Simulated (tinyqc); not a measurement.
Inside a calculation (part 1 of 2). Method: ROHF in the sto-3g basis, for LiH, spin multiplicity 3. Computed by tinyqc, a small Python program that keeps every step (integrals from PySCF). Settings: charge = 0, multiplicity = 3, basis = sto-3g, energy threshold = 1e-10, iteration cap = 74, orthogonalisation = symmetric, start = core, DIIS depth = 0, method = ROHF. Command: `OMP_NUM_THREADS=1 python tinyqc.py 24920 24921 out.jsonl` (the two numbers bound the seeds that draw the settings). One thread of a shared host (Intel(R) Xeon(R) Processor @ 2.60GHz), about 0.08 s of CPU time with the checks. Later iterations appear only in the table of the cycle.

## One-electron integrals

Geometry (angstrom):
```
atom       x       y       z
Li    0.0000  0.0000  0.0000
H     0.0000  0.0000  2.9140
```

Basis sto-3g: exponents (1/bohr^2) and contraction coefficients of normalised primitives:
```
element  l (shell)  exponent  coefficient
Li           s (1)   16.1196       0.1543
Li           s (1)    2.9362       0.5353
Li           s (1)    0.7947       0.4446
Li           s (2)    0.6363      -0.1000
Li           s (2)    0.1479       0.3995
Li           s (2)    0.0481       0.7001
Li           p (3)    0.6363       0.1559
Li           p (3)    0.1479       0.6077
Li           p (3)    0.0481       0.3920
H            s (1)    3.4253       0.1543
H            s (1)    0.6239       0.5353
H            s (1)    0.1689       0.4446
```

Overlap, kinetic and nuclear-attraction integrals over the contracted functions; the nuclear repulsion is the sum of Za Zb / Rab.

nuclear repulsion = 0.544795 hartree

overlap S, order 1Li 1s, 1Li 2s, 1Li 2px, 1Li 2py, 1Li 2pz, 2H 1s:
$$\begin{pmatrix}
1.0000 & 0.2411 & 0.0000 & 0.0000 & 0.0000 & 0.0025 \\
0.2411 & 1.0000 & 0.0000 & 0.0000 & 0.0000 & 0.1343 \\
0.0000 & 0.0000 & 1.0000 & 0.0000 & 0.0000 & 0.0000 \\
0.0000 & 0.0000 & 0.0000 & 1.0000 & 0.0000 & 0.0000 \\
0.0000 & 0.0000 & 0.0000 & 0.0000 & 1.0000 & 0.2080 \\
0.0025 & 0.1343 & 0.0000 & 0.0000 & 0.2080 & 1.0000
\end{pmatrix}$$

kinetic energy T (hartree), order 1Li 1s, 1Li 2s, 1Li 2px, 1Li 2py, 1Li 2pz, 2H 1s:
$$\begin{pmatrix}
3.5768 & -0.0202 & 0.0000 & 0.0000 & 0.0000 & -0.0022 \\
-0.0202 & 0.1022 & 0.0000 & 0.0000 & 0.0000 & -0.0015 \\
0.0000 & 0.0000 & 0.3197 & 0.0000 & 0.0000 & 0.0000 \\
0.0000 & 0.0000 & 0.0000 & 0.3197 & 0.0000 & 0.0000 \\
0.0000 & 0.0000 & 0.0000 & 0.0000 & 0.3197 & 0.0071 \\
-0.0022 & -0.0015 & 0.0000 & 0.0000 & 0.0071 & 0.7600
\end{pmatrix}$$

nuclear attraction V (hartree), order 1Li 1s, 1Li 2s, 1Li 2px, 1Li 2py, 1Li 2pz, 2H 1s:
$$\begin{pmatrix}
-8.1645 & -1.0081 & 0.0000 & 0.0000 & -0.0049 & -0.0091 \\
-1.0081 & -1.3871 & 0.0000 & 0.0000 & -0.0568 & -0.1766 \\
0.0000 & 0.0000 & -1.3649 & 0.0000 & 0.0000 & 0.0000 \\
0.0000 & 0.0000 & 0.0000 & -1.3649 & 0.0000 & 0.0000 \\
-0.0049 & -0.0568 & 0.0000 & 0.0000 & -1.4019 & -0.2751 \\
-0.0091 & -0.1766 & 0.0000 & 0.0000 & -0.2751 & -1.7714
\end{pmatrix}$$

core Hamiltonian H = T + V (hartree), order 1Li 1s, 1Li 2s, 1Li 2px, 1Li 2py, 1Li 2pz, 2H 1s:
$$\begin{pmatrix}
-4.5877 & -1.0284 & 0.0000 & 0.0000 & -0.0049 & -0.0113 \\
-1.0284 & -1.2849 & 0.0000 & 0.0000 & -0.0568 & -0.1781 \\
0.0000 & 0.0000 & -1.0452 & 0.0000 & 0.0000 & 0.0000 \\
0.0000 & 0.0000 & 0.0000 & -1.0452 & 0.0000 & 0.0000 \\
-0.0049 & -0.0568 & 0.0000 & 0.0000 & -1.0823 & -0.2680 \\
-0.0113 & -0.1781 & 0.0000 & 0.0000 & -0.2680 & -1.0114
\end{pmatrix}$$

## Two-electron integrals

Functions are numbered as in S; the eight-fold symmetry (ij|kl) = (ji|kl) = (kl|ij) leaves the list below.

Two-electron integrals (ij|kl) in chemists' order, unique and non-zero (hartree):
```
(11|11) 1.6804     (21|11) 0.2654     (21|21) 0.0499     (22|11) 0.3977
(22|21) 0.0929     (22|22) 0.2906     (31|31) 0.0090     (32|31) 0.0138
(32|32) 0.0642     (33|11) 0.3966     (33|21) 0.0929     (33|22) 0.2905
(33|33) 0.3129     (41|41) 0.0090     (42|41) 0.0138     (42|42) 0.0642
(43|43) 0.0169     (44|11) 0.3966     (44|21) 0.0929     (44|22) 0.2905
(44|33) 0.2792     (44|44) 0.3129     (51|51) 0.0090     (52|51) 0.0138
(52|52) 0.0642     (53|53) 0.0169     (54|54) 0.0169     (55|11) 0.3966
(55|21) 0.0929     (55|22) 0.2905     (55|33) 0.2792     (55|44) 0.2792
(55|55) 0.3129     (61|11) 0.0024     (61|21) 4.77e-04   (61|22) 0.0010
(61|33) 0.0009     (61|44) 0.0009     (61|51) 7.96e-05   (61|52) 1.66e-04
(61|55) 0.0010     (61|61) 5.51e-06   (62|11) 0.0310     (62|21) 0.0075
(62|22) 0.0287     (62|33) 0.0269     (62|44) 0.0269     (62|51) 0.0010
(62|52) 0.0090     (62|55) 0.0321     (62|61) 9.47e-05   (62|62) 0.0078
(63|31) 2.43e-04   (63|32) 0.0017     (63|53) 0.0009     (63|63) 2.57e-04
(64|41) 2.43e-04   (64|42) 0.0017     (64|54) 0.0009     (64|64) 2.57e-04
(65|11) 0.0468     (65|21) 0.0113     (65|22) 0.0438     (65|33) 0.0409
(65|44) 0.0409     (65|51) 0.0016     (65|52) 0.0141     (65|55) 0.0493
(65|61) 1.44e-04   (65|62) 0.0124     (65|65) 0.0197     (66|11) 0.1816
(66|21) 0.0438     (66|22) 0.1793     (66|33) 0.1676     (66|44) 0.1676
(66|51) 0.0049     (66|52) 0.0554     (66|55) 0.2024     (66|61) 0.0005
(66|62) 0.0684     (66|65) 0.1097     (66|66) 0.7746
```

## Orthogonalisation

S = U s U^T; symmetric (Loewdin) form X = U s^(-1/2) U^T, so that X^T S X = 1.

eigenvalues of S: [0.6977, 0.8335, 1.0000, 1.0000, 1.1639, 1.3048]

X, order 1Li 1s, 1Li 2s, 1Li 2px, 1Li 2py, 1Li 2pz, 2H 1s:
$$\begin{pmatrix}
1.0231 & -0.1266 & 0.0000 & 0.0000 & -0.0021 & 0.0119 \\
-0.1266 & 1.0305 & 0.0000 & 0.0000 & 0.0114 & -0.0723 \\
0.0000 & 0.0000 & 1.0000 & 0.0000 & 0.0000 & 0.0000 \\
0.0000 & 0.0000 & 0.0000 & 1.0000 & 0.0000 & 0.0000 \\
-0.0021 & 0.0114 & 0.0000 & 0.0000 & 1.0170 & -0.1082 \\
0.0119 & -0.0723 & 0.0000 & 0.0000 & -0.1082 & 1.0243
\end{pmatrix}$$

## Starting guess

The start is the orbitals of the core Hamiltonian; D(s) = C_occ C_occ^T for each spin.

D(alpha) at the start, order 1Li 1s, 1Li 2s, 1Li 2px, 1Li 2py, 1Li 2pz, 2H 1s:
$$\begin{pmatrix}
1.0623 & -0.2583 & 0.0000 & 0.0000 & 0.0049 & 0.0116 \\
-0.2583 & 1.0709 & 0.0000 & 0.0000 & -0.0267 & -0.0429 \\
0.0000 & 0.0000 & 0.0000 & 0.0000 & 0.0000 & 0.0000 \\
0.0000 & 0.0000 & 0.0000 & 0.0000 & 0.0000 & 0.0000 \\
0.0049 & -0.0267 & 0.0000 & 0.0000 & 0.7712 & 0.2908 \\
0.0116 & -0.0429 & 0.0000 & 0.0000 & 0.2908 & 0.1106
\end{pmatrix}$$

D(beta) at the start, order 1Li 1s, 1Li 2s, 1Li 2px, 1Li 2py, 1Li 2pz, 2H 1s:
$$\begin{pmatrix}
1.0111 & -0.0243 & 0.0000 & 0.0000 & 0.0005 & 0.0028 \\
-0.0243 & 0.0006 & 0.0000 & 0.0000 & 0.0000 & -0.0001 \\
0.0000 & 0.0000 & 0.0000 & 0.0000 & 0.0000 & 0.0000 \\
0.0000 & 0.0000 & 0.0000 & 0.0000 & 0.0000 & 0.0000 \\
0.0005 & 0.0000 & 0.0000 & 0.0000 & 0.0000 & 0.0000 \\
0.0028 & -0.0001 & 0.0000 & 0.0000 & 0.0000 & 0.0000
\end{pmatrix}$$

## Iteration 1: building the Fock matrix

J_ij = sum D_kl (ij|kl) with D = D(alpha) + D(beta), K_ij = sum D_kl (ik|jl) for each spin; F = H + J - K(s); E = tr D H + tr D J / 2 - 0.5 sum_s tr D(s) K(s) + E_nn.

Coulomb J (hartree), order 1Li 1s, 1Li 2s, 1Li 2px, 1Li 2py, 1Li 2pz, 2H 1s:
$$\begin{pmatrix}
4.1110 & 0.7040 & 0.0000 & 0.0000 & 0.0007 & 0.0067 \\
0.7040 & 1.3504 & 0.0000 & 0.0000 & 0.0103 & 0.1292 \\
0.0000 & 0.0000 & 1.3366 & 0.0000 & 0.0000 & 0.0000 \\
0.0000 & 0.0000 & 0.0000 & 1.3366 & 0.0000 & 0.0000 \\
0.0007 & 0.0103 & 0.0000 & 0.0000 & 1.3709 & 0.1974 \\
0.0067 & 0.1292 & 0.0000 & 0.0000 & 0.1974 & 0.8408
\end{pmatrix}$$

exchange K(alpha) (hartree), order 1Li 1s, 1Li 2s, 1Li 2px, 1Li 2py, 1Li 2pz, 2H 1s:
$$\begin{pmatrix}
1.7084 & 0.2768 & 0.0000 & 0.0000 & -0.0001 & 0.0053 \\
0.2768 & 0.3696 & 0.0000 & 0.0000 & 0.0037 & 0.0583 \\
0.0000 & 0.0000 & 0.0846 & 0.0000 & 0.0000 & 0.0000 \\
0.0000 & 0.0000 & 0.0000 & 0.0846 & 0.0000 & 0.0000 \\
-0.0001 & 0.0037 & 0.0000 & 0.0000 & 0.3422 & 0.1201 \\
0.0053 & 0.0583 & 0.0000 & 0.0000 & 0.1201 & 0.1665
\end{pmatrix}$$

exchange K(beta) (hartree), order 1Li 1s, 1Li 2s, 1Li 2px, 1Li 2py, 1Li 2pz, 2H 1s:
$$\begin{pmatrix}
1.6862 & 0.2576 & 0.0000 & 0.0000 & 0.0003 & 0.0022 \\
0.2576 & 0.0462 & 0.0000 & 0.0000 & 0.0001 & 0.0004 \\
0.0000 & 0.0000 & 0.0084 & 0.0000 & 0.0000 & 0.0000 \\
0.0000 & 0.0000 & 0.0000 & 0.0084 & 0.0000 & 0.0000 \\
0.0003 & 0.0001 & 0.0000 & 0.0000 & 0.0085 & 0.0001 \\
0.0022 & 0.0004 & 0.0000 & 0.0000 & 0.0001 & 0.0000
\end{pmatrix}$$

F(alpha) (hartree), order 1Li 1s, 1Li 2s, 1Li 2px, 1Li 2py, 1Li 2pz, 2H 1s:
$$\begin{pmatrix}
-2.1852 & -0.6011 & 0.0000 & 0.0000 & -0.0041 & -0.0098 \\
-0.6011 & -0.3041 & 0.0000 & 0.0000 & -0.0502 & -0.1072 \\
0.0000 & 0.0000 & 0.2068 & 0.0000 & 0.0000 & 0.0000 \\
0.0000 & 0.0000 & 0.0000 & 0.2068 & 0.0000 & 0.0000 \\
-0.0041 & -0.0502 & 0.0000 & 0.0000 & -0.0536 & -0.1907 \\
-0.0098 & -0.1072 & 0.0000 & 0.0000 & -0.1907 & -0.3371
\end{pmatrix}$$

F(beta) (hartree), order 1Li 1s, 1Li 2s, 1Li 2px, 1Li 2py, 1Li 2pz, 2H 1s:
$$\begin{pmatrix}
-2.1630 & -0.5820 & 0.0000 & 0.0000 & -0.0045 & -0.0068 \\
-0.5820 & 0.0193 & 0.0000 & 0.0000 & -0.0466 & -0.0493 \\
0.0000 & 0.0000 & 0.2829 & 0.0000 & 0.0000 & 0.0000 \\
0.0000 & 0.0000 & 0.0000 & 0.2829 & 0.0000 & 0.0000 \\
-0.0045 & -0.0466 & 0.0000 & 0.0000 & 0.2802 & -0.0707 \\
-0.0068 & -0.0493 & 0.0000 & 0.0000 & -0.0707 & -0.1706
\end{pmatrix}$$

total energy of this density = -7.487886 hartree

## Iteration 1: Roothaan effective Fock matrix

With projectors Pc = D(beta) S, Po = (D(alpha) - D(beta)) S, Pv = 1 - D(alpha) S, the block xy is Px^T F Py; with Fc = (F(alpha) + F(beta))/2, the blocks are Fc for cc, oo, vv and cv, F(beta) for co and F(alpha) for ov.

effective F (hartree), order 1Li 1s, 1Li 2s, 1Li 2px, 1Li 2py, 1Li 2pz, 2H 1s:
$$\begin{pmatrix}
-2.1739 & -0.5881 & 0.0000 & 0.0000 & -0.0040 & -0.0080 \\
-0.5881 & -0.1413 & 0.0000 & 0.0000 & -0.0456 & -0.0848 \\
0.0000 & 0.0000 & 0.2448 & 0.0000 & 0.0000 & 0.0000 \\
0.0000 & 0.0000 & 0.0000 & 0.2448 & 0.0000 & 0.0000 \\
-0.0040 & -0.0456 & 0.0000 & 0.0000 & 0.1070 & -0.1237 \\
-0.0080 & -0.0848 & 0.0000 & 0.0000 & -0.1237 & -0.2464
\end{pmatrix}$$

## Iteration 1: diagonalisation and new density

Diagonalise F' = X^T F X, C = X C', fill 3 alpha and 1 beta electrons from the bottom; D(s) = C_occ C_occ^T. Each column has its largest component positive (the first on a tie).

F' = X^T F X (hartree):
$$\begin{pmatrix}
-2.1252 & -0.3304 & 0.0000 & 0.0000 & -0.0022 & 0.0166 \\
-0.3304 & -0.0211 & 0.0000 & 0.0000 & -0.0294 & -0.0669 \\
0.0000 & 0.0000 & 0.2448 & 0.0000 & 0.0000 & 0.0000 \\
0.0000 & 0.0000 & 0.0000 & 0.2448 & 0.0000 & 0.0000 \\
-0.0022 & -0.0294 & 0.0000 & 0.0000 & 0.1342 & -0.1131 \\
0.0166 & -0.0669 & 0.0000 & 0.0000 & -0.1131 & -0.2182
\end{pmatrix}$$

orbital energies (hartree): MO1 -2.1759, MO2 -0.2696, MO3 0.0473, MO4 0.1679, MO5 0.2448, MO6 0.2448

coefficients C, order 1Li 1s, 1Li 2s, 1Li 2px, 1Li 2py, 1Li 2pz, 2H 1s:
$$\begin{pmatrix}
0.9920 & -0.0547 & -0.2750 & 0.0097 & 0.0000 & 0.0000 \\
0.0313 & 0.1851 & 1.0230 & -0.0375 & 0.0000 & 0.0000 \\
0.0000 & 0.0000 & 0.0000 & 0.0000 & 0.9160 & 0.4012 \\
0.0000 & 0.0000 & 0.0000 & 0.0000 & -0.4012 & 0.9160 \\
0.0027 & 0.1844 & 0.0341 & 1.0055 & 0.0000 & 0.0000 \\
-0.0026 & 0.9052 & -0.3254 & -0.3755 & 0.0000 & 0.0000
\end{pmatrix}$$

D(alpha) after iteration 1, order 1Li 1s, 1Li 2s, 1Li 2px, 1Li 2py, 1Li 2pz, 2H 1s:
$$\begin{pmatrix}
1.0627 & -0.2605 & 0.0000 & 0.0000 & -0.0168 & 0.0374 \\
-0.2605 & 1.0818 & 0.0000 & 0.0000 & 0.0692 & -0.1655 \\
0.0000 & 0.0000 & 0.0000 & 0.0000 & 0.0000 & 0.0000 \\
0.0000 & 0.0000 & 0.0000 & 0.0000 & 0.0000 & 0.0000 \\
-0.0168 & 0.0692 & 0.0000 & 0.0000 & 0.0352 & 0.1558 \\
0.0374 & -0.1655 & 0.0000 & 0.0000 & 0.1558 & 0.9253
\end{pmatrix}$$

D(beta) after iteration 1, order 1Li 1s, 1Li 2s, 1Li 2px, 1Li 2py, 1Li 2pz, 2H 1s:
$$\begin{pmatrix}
0.9841 & 0.0310 & 0.0000 & 0.0000 & 0.0027 & -0.0025 \\
0.0310 & 0.0010 & 0.0000 & 0.0000 & 0.0001 & -0.0001 \\
0.0000 & 0.0000 & 0.0000 & 0.0000 & 0.0000 & 0.0000 \\
0.0000 & 0.0000 & 0.0000 & 0.0000 & 0.0000 & 0.0000 \\
0.0027 & 0.0001 & 0.0000 & 0.0000 & 0.0000 & 0.0000 \\
-0.0025 & -0.0001 & 0.0000 & 0.0000 & 0.0000 & 0.0000
\end{pmatrix}$$

Within a degenerate level the vectors are fixed only up to a rotation; this is one choice.

## Iteration 2: building the Fock matrix

As before.

Coulomb J (hartree), order 1Li 1s, 1Li 2s, 1Li 2px, 1Li 2py, 1Li 2pz, 2H 1s:
$$\begin{pmatrix}
3.9348 & 0.6658 & 0.0000 & 0.0000 & 0.0063 & 0.0064 \\
0.6658 & 1.2665 & 0.0000 & 0.0000 & 0.0612 & 0.1580 \\
0.0000 & 0.0000 & 1.2526 & 0.0000 & 0.0000 & 0.0000 \\
0.0000 & 0.0000 & 0.0000 & 1.2526 & 0.0000 & 0.0000 \\
0.0063 & 0.0612 & 0.0000 & 0.0000 & 1.2869 & 0.2452 \\
0.0064 & 0.1580 & 0.0000 & 0.0000 & 0.2452 & 1.2888
\end{pmatrix}$$

exchange K(alpha) (hartree), order 1Li 1s, 1Li 2s, 1Li 2px, 1Li 2py, 1Li 2pz, 2H 1s:
$$\begin{pmatrix}
1.7019 & 0.2665 & 0.0000 & 0.0000 & 0.0010 & 0.0034 \\
0.2665 & 0.3224 & 0.0000 & 0.0000 & 0.0331 & 0.0778 \\
0.0000 & 0.0000 & 0.0724 & 0.0000 & 0.0000 & 0.0000 \\
0.0000 & 0.0000 & 0.0000 & 0.0724 & 0.0000 & 0.0000 \\
0.0010 & 0.0331 & 0.0000 & 0.0000 & 0.1118 & 0.1395 \\
0.0034 & 0.0778 & 0.0000 & 0.0000 & 0.1395 & 0.7392
\end{pmatrix}$$

exchange K(beta) (hartree), order 1Li 1s, 1Li 2s, 1Li 2px, 1Li 2py, 1Li 2pz, 2H 1s:
$$\begin{pmatrix}
1.6702 & 0.2751 & 0.0000 & 0.0000 & 0.0010 & 0.0030 \\
0.2751 & 0.0551 & 0.0000 & 0.0000 & 0.0003 & 0.0007 \\
0.0000 & 0.0000 & 0.0098 & 0.0000 & 0.0000 & 0.0000 \\
0.0000 & 0.0000 & 0.0000 & 0.0098 & 0.0000 & 0.0000 \\
0.0010 & 0.0003 & 0.0000 & 0.0000 & 0.0097 & 0.0001 \\
0.0030 & 0.0007 & 0.0000 & 0.0000 & 0.0001 & 0.0000
\end{pmatrix}$$

F(alpha) (hartree), order 1Li 1s, 1Li 2s, 1Li 2px, 1Li 2py, 1Li 2pz, 2H 1s:
$$\begin{pmatrix}
-2.3548 & -0.6291 & 0.0000 & 0.0000 & 0.0005 & -0.0083 \\
-0.6291 & -0.3409 & 0.0000 & 0.0000 & -0.0287 & -0.0978 \\
0.0000 & 0.0000 & 0.1350 & 0.0000 & 0.0000 & 0.0000 \\
0.0000 & 0.0000 & 0.0000 & 0.1350 & 0.0000 & 0.0000 \\
0.0005 & -0.0287 & 0.0000 & 0.0000 & 0.0928 & -0.1623 \\
-0.0083 & -0.0978 & 0.0000 & 0.0000 & -0.1623 & -0.4618
\end{pmatrix}$$

F(beta) (hartree), order 1Li 1s, 1Li 2s, 1Li 2px, 1Li 2py, 1Li 2pz, 2H 1s:
$$\begin{pmatrix}
-2.3231 & -0.6377 & 0.0000 & 0.0000 & 0.0005 & -0.0079 \\
-0.6377 & -0.0736 & 0.0000 & 0.0000 & 0.0042 & -0.0207 \\
0.0000 & 0.0000 & 0.1976 & 0.0000 & 0.0000 & 0.0000 \\
0.0000 & 0.0000 & 0.0000 & 0.1976 & 0.0000 & 0.0000 \\
0.0005 & 0.0042 & 0.0000 & 0.0000 & 0.1949 & -0.0229 \\
-0.0079 & -0.0207 & 0.0000 & 0.0000 & -0.0229 & 0.2774
\end{pmatrix}$$

total energy of this density = -7.771494 hartree

## Iteration 2: Roothaan effective Fock matrix

As before.

effective F (hartree), order 1Li 1s, 1Li 2s, 1Li 2px, 1Li 2py, 1Li 2pz, 2H 1s:
$$\begin{pmatrix}
-2.3387 & -0.6377 & 0.0000 & 0.0000 & 0.0007 & -0.0075 \\
-0.6377 & -0.2093 & 0.0000 & 0.0000 & -0.0154 & -0.0642 \\
0.0000 & 0.0000 & 0.1663 & 0.0000 & 0.0000 & 0.0000 \\
0.0000 & 0.0000 & 0.0000 & 0.1663 & 0.0000 & 0.0000 \\
0.0007 & -0.0154 & 0.0000 & 0.0000 & 0.1863 & -0.0396 \\
-0.0075 & -0.0642 & 0.0000 & 0.0000 & -0.0396 & -0.1132
\end{pmatrix}$$

## Iteration 2: diagonalisation and new density

As before.

F' = X^T F X (hartree):
$$\begin{pmatrix}
-2.2860 & -0.3530 & 0.0000 & 0.0000 & -0.0004 & 0.0167 \\
-0.3530 & -0.0848 & 0.0000 & 0.0000 & -0.0056 & -0.0525 \\
0.0000 & 0.0000 & 0.1663 & 0.0000 & 0.0000 & 0.0000 \\
0.0000 & 0.0000 & 0.0000 & 0.1663 & 0.0000 & 0.0000 \\
-0.0004 & -0.0056 & 0.0000 & 0.0000 & 0.1999 & -0.0497 \\
0.0167 & -0.0525 & 0.0000 & 0.0000 & -0.0497 & -0.0991
\end{pmatrix}$$

orbital energies (hartree): MO1 -2.3412, MO2 -0.1353, MO3 -0.0014, MO4 0.1663, MO5 0.1663, MO6 0.2080

coefficients C, order 1Li 1s, 1Li 2s, 1Li 2px, 1Li 2py, 1Li 2pz, 2H 1s:
$$\begin{pmatrix}
0.9912 & -0.1166 & -0.2583 & 0.0000 & 0.0000 & -0.0091 \\
0.0344 & 0.4148 & 0.9532 & 0.0000 & 0.0000 & 0.0378 \\
0.0000 & 0.0000 & 0.0000 & 0.9139 & 0.4060 & 0.0000 \\
0.0000 & 0.0000 & 0.0000 & -0.4060 & 0.9139 & 0.0000 \\
0.0005 & 0.0503 & -0.0294 & 0.0000 & 0.0000 & 1.0211 \\
-0.0033 & 0.8504 & -0.5179 & 0.0000 & 0.0000 & -0.2739
\end{pmatrix}$$

D(alpha) after iteration 2, order 1Li 1s, 1Li 2s, 1Li 2px, 1Li 2py, 1Li 2pz, 2H 1s:
$$\begin{pmatrix}
1.0627 & -0.2605 & 0.0000 & 0.0000 & 0.0022 & 0.0313 \\
-0.2605 & 1.0818 & 0.0000 & 0.0000 & -0.0071 & -0.1410 \\
0.0000 & 0.0000 & 0.0000 & 0.0000 & 0.0000 & 0.0000 \\
0.0000 & 0.0000 & 0.0000 & 0.0000 & 0.0000 & 0.0000 \\
0.0022 & -0.0071 & 0.0000 & 0.0000 & 0.0034 & 0.0580 \\
0.0313 & -0.1410 & 0.0000 & 0.0000 & 0.0580 & 0.9913
\end{pmatrix}$$

D(beta) after iteration 2, order 1Li 1s, 1Li 2s, 1Li 2px, 1Li 2py, 1Li 2pz, 2H 1s:
$$\begin{pmatrix}
0.9824 & 0.0341 & 0.0000 & 0.0000 & 0.0005 & -0.0032 \\
0.0341 & 0.0012 & 0.0000 & 0.0000 & 0.0000 & -0.0001 \\
0.0000 & 0.0000 & 0.0000 & 0.0000 & 0.0000 & 0.0000 \\
0.0000 & 0.0000 & 0.0000 & 0.0000 & 0.0000 & 0.0000 \\
0.0005 & 0.0000 & 0.0000 & 0.0000 & 0.0000 & 0.0000 \\
-0.0032 & -0.0001 & 0.0000 & 0.0000 & 0.0000 & 0.0000
\end{pmatrix}$$

Within a degenerate level the vectors are fixed only up to a rotation; this is one choice.

## Iteration 3: building the Fock matrix

As before.

Coulomb J (hartree), order 1Li 1s, 1Li 2s, 1Li 2px, 1Li 2py, 1Li 2pz, 2H 1s:
$$\begin{pmatrix}
3.9254 & 0.6637 & 0.0000 & 0.0000 & 0.0046 & 0.0063 \\
0.6637 & 1.2618 & 0.0000 & 0.0000 & 0.0532 & 0.1581 \\
0.0000 & 0.0000 & 1.2480 & 0.0000 & 0.0000 & 0.0000 \\
0.0000 & 0.0000 & 0.0000 & 1.2480 & 0.0000 & 0.0000 \\
0.0046 & 0.0532 & 0.0000 & 0.0000 & 1.2822 & 0.2456 \\
0.0063 & 0.1581 & 0.0000 & 0.0000 & 0.2456 & 1.3071
\end{pmatrix}$$

exchange K(alpha) (hartree), order 1Li 1s, 1Li 2s, 1Li 2px, 1Li 2py, 1Li 2pz, 2H 1s:
$$\begin{pmatrix}
1.7016 & 0.2659 & 0.0000 & 0.0000 & 0.0003 & 0.0028 \\
0.2659 & 0.3204 & 0.0000 & 0.0000 & 0.0056 & 0.0757 \\
0.0000 & 0.0000 & 0.0717 & 0.0000 & 0.0000 & 0.0000 \\
0.0000 & 0.0000 & 0.0000 & 0.0717 & 0.0000 & 0.0000 \\
0.0003 & 0.0056 & 0.0000 & 0.0000 & 0.0942 & 0.1216 \\
0.0028 & 0.0757 & 0.0000 & 0.0000 & 0.1216 & 0.7697
\end{pmatrix}$$

exchange K(beta) (hartree), order 1Li 1s, 1Li 2s, 1Li 2px, 1Li 2py, 1Li 2pz, 2H 1s:
$$\begin{pmatrix}
1.6690 & 0.2760 & 0.0000 & 0.0000 & 0.0001 & 0.0029 \\
0.2760 & 0.0557 & 0.0000 & 0.0000 & 0.0000 & 0.0006 \\
0.0000 & 0.0000 & 0.0098 & 0.0000 & 0.0000 & 0.0000 \\
0.0000 & 0.0000 & 0.0000 & 0.0098 & 0.0000 & 0.0000 \\
0.0001 & 0.0000 & 0.0000 & 0.0000 & 0.0098 & 0.0001 \\
0.0029 & 0.0006 & 0.0000 & 0.0000 & 0.0001 & 0.0000
\end{pmatrix}$$

F(alpha) (hartree), order 1Li 1s, 1Li 2s, 1Li 2px, 1Li 2py, 1Li 2pz, 2H 1s:
$$\begin{pmatrix}
-2.3639 & -0.6306 & 0.0000 & 0.0000 & -0.0006 & -0.0077 \\
-0.6306 & -0.3435 & 0.0000 & 0.0000 & -0.0092 & -0.0957 \\
0.0000 & 0.0000 & 0.1310 & 0.0000 & 0.0000 & 0.0000 \\
0.0000 & 0.0000 & 0.0000 & 0.1310 & 0.0000 & 0.0000 \\
-0.0006 & -0.0092 & 0.0000 & 0.0000 & 0.1057 & -0.1440 \\
-0.0077 & -0.0957 & 0.0000 & 0.0000 & -0.1440 & -0.4740
\end{pmatrix}$$

F(beta) (hartree), order 1Li 1s, 1Li 2s, 1Li 2px, 1Li 2py, 1Li 2pz, 2H 1s:
$$\begin{pmatrix}
-2.3313 & -0.6407 & 0.0000 & 0.0000 & -0.0003 & -0.0078 \\
-0.6407 & -0.0787 & 0.0000 & 0.0000 & -0.0036 & -0.0206 \\
0.0000 & 0.0000 & 0.1930 & 0.0000 & 0.0000 & 0.0000 \\
0.0000 & 0.0000 & 0.0000 & 0.1930 & 0.0000 & 0.0000 \\
-0.0003 & -0.0036 & 0.0000 & 0.0000 & 0.1901 & -0.0226 \\
-0.0078 & -0.0206 & 0.0000 & 0.0000 & -0.0226 & 0.2957
\end{pmatrix}$$

total energy of this density = -7.777319 hartree

## Iteration 3: Roothaan effective Fock matrix

As before.

effective F (hartree), order 1Li 1s, 1Li 2s, 1Li 2px, 1Li 2py, 1Li 2pz, 2H 1s:
$$\begin{pmatrix}
-2.3473 & -0.6405 & 0.0000 & 0.0000 & -0.0003 & -0.0079 \\
-0.6405 & -0.2138 & 0.0000 & 0.0000 & -0.0041 & -0.0583 \\
0.0000 & 0.0000 & 0.1620 & 0.0000 & 0.0000 & 0.0000 \\
0.0000 & 0.0000 & 0.0000 & 0.1620 & 0.0000 & 0.0000 \\
-0.0003 & -0.0041 & 0.0000 & 0.0000 & 0.1684 & -0.0455 \\
-0.0079 & -0.0583 & 0.0000 & 0.0000 & -0.0455 & -0.0937
\end{pmatrix}$$
